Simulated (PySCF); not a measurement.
Compound: C4H8N (doublet state).
Atom-mapped SMILES: `[CH3:1][CH:2]/[N:3]=[CH:4]/[CH3:5]` (hydrogens: H6, H7, H8 on C1; H9 on C2; H10 on C4; H11, H12, H13 on C5)

Cartesian coordinates in Å at the GFN2-xTB level; atoms count from 1:
```xyz
13
C4H8N angstrom
C     -2.3736    0.3857    0.6511
C     -1.1766   -0.3045    0.1212
N      0.0176    0.1631    0.3674
C      1.0995   -0.4133   -0.0827
C      2.4310    0.1550    0.2236
H     -2.9494   -0.2863    1.2904
H     -2.0740    1.2601    1.2214
H     -3.0298    0.6920   -0.1659
H     -1.3300   -1.2094   -0.4780
H      1.0579   -1.3222   -0.6935
H      2.9604    0.4057   -0.6977
H      3.0440   -0.5735    0.7579
H      2.3187    1.0480    0.8313
```

The hyperfine couplings belong to this conformer and change with its torsions.

Level of theory: PySCF, UKS B3LYP, pcH-1 on C H N, non-relativistic, mean-field spin-orbit, GIAO. Isolated species at its GFN2-xTB geometry (one conformer only). GFN2-xTB frequencies show an imaginary mode (175i cm⁻¹), so this geometry is no minimum at that level. Couplings are sensitive to structure, and on GFN2-xTB geometries they can be far from those on DFT ones. The SCF solution wasn't tested for stability.

The largest Mulliken spin populations are on C4 (+0.62), C2 (+0.62) and N3 (-0.20). The angles at C4 add up to 360.0°, so it is planar; its axial dipolar tensor and the negative coupling of its proton fit spin in a p orbital normal to that plane.

Find Q in a(H) = Q·ρ(C) for the protons on the planar carbons that carry spin.

```json
{"H": "H9", "C": "C2", "ρ(C)": "+0.624", "a(H) (G)": "-14.19", "a/ρ (G)": "-22.7"}
{"H": "H10", "C": "C4", "ρ(C)": "+0.624", "a(H) (G)": "-14.19", "a/ρ (G)": "-22.7"}
```

These protons share one ρ (within 0.01), so their mean ratio, Q = -22.7 G, is no test of linearity.

List the C–H protons on four-coordinate carbons next to a three-coordinate spin centre, with their couplings and θ (C–H bond against the normal to the plane of the centre's neighbours, projected along the bond that joins the two).

| β H | on | centre | θ (°) | cos²θ | a (G) |
| --- | --- | --- | --- | --- | --- |
| H6 | C1 | C2 | 31 | 0.74 | +26.88 |
| H7 | C1 | C2 | 90 | 0.00 | +0.72 |
| H8 | C1 | C2 | 31 | 0.74 | +26.92 |
| H11 | C5 | C4 | 31 | 0.74 | +26.91 |
| H12 | C5 | C4 | 31 | 0.74 | +26.94 |
| H13 | C5 | C4 | 90 | 0.00 | +0.72 |

Fitting the Heller–McConnell form a = ρ(B0 + B2 cos²θ), with Mulliken ρ = 0.62, gives B0 = 1.2 G and B2 = 56.9 G; with only two distinct angles the two parameters are fixed exactly. By this fit the coupling would be 36.3 G at θ = 0° and 0.7 G at 90°.

What would the freely rotating methyl group on C1 show?

Three equal couplings, a 1:3:3:1 quartet. The mean of the three values of this geometry estimates the splitting: 18.2 G, or 50.9 MHz (three bonds 120° apart have a mean cos²θ of 1/2 at any torsion).

Couplings in gauss use g_iso = 2.0024.
